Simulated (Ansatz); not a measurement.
# C2H6N2S: up Jacob's ladder to CCSD(T)

An exercise on one series of results from a longer session: the logs are not shown, and one member is left open.

Method: functionals in def2-TZVPP, the program's frozen cores in correlated methods; program: Ansatz 0.2.0, Gaussian basis.

The runs, in order: PBE-D4, r2SCAN-D4, PBE0-D4, B3LYP-D4, ωB97X-V, ωB97M-V, B2PLYP; CCSD(T)/def2-TZVPP; MP2/def2-QZVPP; extrapolation to the limit.

## The relaxed structure

All runs share one geometry, relaxed beforehand with PBE0-D4 in a triple-zeta def2 set.

SMILES `CSC(=N)N`, 11 atoms, charge 0, spin multiplicity 1.

Atoms are counted from 1 here; the program's logs count them from 0.

Bond lengths: C1–S2 1.801 Å, C1–H6 1.089 Å, C1–H7 1.091 Å, C1–H8 1.091 Å, S2–C3 1.775 Å, C3–N4 1.268 Å, C3–N5 1.371 Å, N4–H9 1.015 Å, N5–H10 1.009 Å, N5–H11 1.006 Å. Angles: S2–C1–H6 110.9°, S2–C1–H7 112.4°, S2–C1–H8 105.7°, H6–C1–H7 110.5°, H6–C1–H8 109.1°, H7–C1–H8 108.1°, C1–S2–C3 104.5°, S2–C3–N4 122.2°, S2–C3–N5 116.6°, N4–C3–N5 121.1°, C3–N4–H9 112.0°, C3–N5–H10 112.5°, C3–N5–H11 117.4°, H10–N5–H11 114.6°.

Set-up of the first run:

Input file in.yaml:

```yaml
crystal:
  periodic: [false, false, false]
  atoms:
    - {symbol: C, position_ang: [-1.753728, -0.084974, -0.054040]}
    - {symbol: S, position_ang: [-0.417853, -1.285119, 0.081682]}
    - {symbol: C, position_ang: [1.057613, -0.301599, 0.167875]}
    - {symbol: N, position_ang: [2.159141, -0.769571, 0.587574]}
    - {symbol: N, position_ang: [0.947248, 1.007762, -0.224441]}
    - {symbol: H, position_ang: [-1.667615, 0.681781, 0.714245]}
    - {symbol: H, position_ang: [-1.803019, 0.371049, -1.043939]}
    - {symbol: H, position_ang: [-2.673571, -0.648574, 0.105460]}
    - {symbol: H, position_ang: [2.058143, -1.710319, 0.954358]}
    - {symbol: H, position_ang: [1.842595, 1.469370, -0.287746]}
    - {symbol: H, position_ang: [0.316245, 1.213195, -0.980125]}
basis:
  gaussian: {orbitals: def2-TZVPP}
hamiltonian: {xc: pbe, dispersion: d4}
output: {forces: true, orbitals: {seedname: orbitals}}
```

The run is started by

```
$ ansatz run in.yaml --threads 4 --pin off --events-out ev --progress --plain --max-ram 10444MiB
```

Steps of the session up to this table: PBE-D4 (GGA); r2SCAN-D4 (meta-GGA); PBE0-D4 (hybrid); B3LYP-D4 (hybrid); ωB97X-V (range-separated); ωB97M-V (range-separated); B2PLYP (double hybrid); CCSD(T) in def2-TZVPP; MP2 in def2-QZVPP.

One of the session's tables, all rows but one given; the rest of the session is left out.

It belongs to the step «Atomisation energies». 

```
            method  atomisation energy (kJ/mol)
            PBE-D4                       4253.9
         r2SCAN-D4                       4105.4
           PBE0-D4                       4135.6
          B3LYP-D4                       4120.6
           ωB97X-V                       4119.6
           ωB97M-V                       4125.1
            B2PLYP                       4057.4
     HF/def2-TZVPP                       2746.2
    MP2/def2-TZVPP                       4029.2
   CCSD/def2-TZVPP                            ?
CCSD(T)/def2-TZVPP                       3954.9
           MP2/CBS                       4161.9
       CCSD(T)/CBS                       4087.6
```

Q: Estimate the row for CCSD/def2-TZVPP from the others.

**Answer.** atomisation energy (kJ/mol): 3872.5. In the column «atomisation energy (kJ/mol)» it lies between HF/def2-TZVPP (2746.2) and CCSD(T)/def2-TZVPP (3954.9).
